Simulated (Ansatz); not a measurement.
One change: `N=CCN` becomes `N=C(CN)CF`.

Ansatz, PBE0-D4/def2-TZVP geometries, multiplicity 1. Each molecule was computed in one conformer, which needn't be the lowest.

```
                             property  `N=CCN`
   LUMO energy (PBE0/def2-TZVPP) / eV    -0.08
LUMO energy (ωB97M-V/def2-TZVPP) / eV     2.20
HOMO–LUMO gap (B3LYP/def2-TZVPP) / eV     6.43
 HOMO–LUMO gap (PBE0/def2-TZVPP) / eV     6.96
  HOMO–LUMO gap (PBE/def2-TZVPP) / eV     4.29
HOMO energy (ωB97M-V/def2-TZVPP) / eV    -9.45
```

(1) Give the same properties after the change, and the shifts. (Best estimate.)

Results:

(1) Ansatz gave: 
```tsv
property	`N=C(CN)CF`	shift
LUMO energy (PBE0/def2-TZVPP) / eV	-0.08	0.00
LUMO energy (ωB97M-V/def2-TZVPP) / eV	1.98	-0.22
HOMO–LUMO gap (B3LYP/def2-TZVPP) / eV	6.92	0.49
HOMO–LUMO gap (PBE0/def2-TZVPP) / eV	7.42	0.46
HOMO–LUMO gap (PBE/def2-TZVPP) / eV	4.80	0.51
HOMO energy (ωB97M-V/def2-TZVPP) / eV	-9.91	-0.46
```

B3LYP here is the variant with VWN-RPA as its local correlation; programs differ in this.
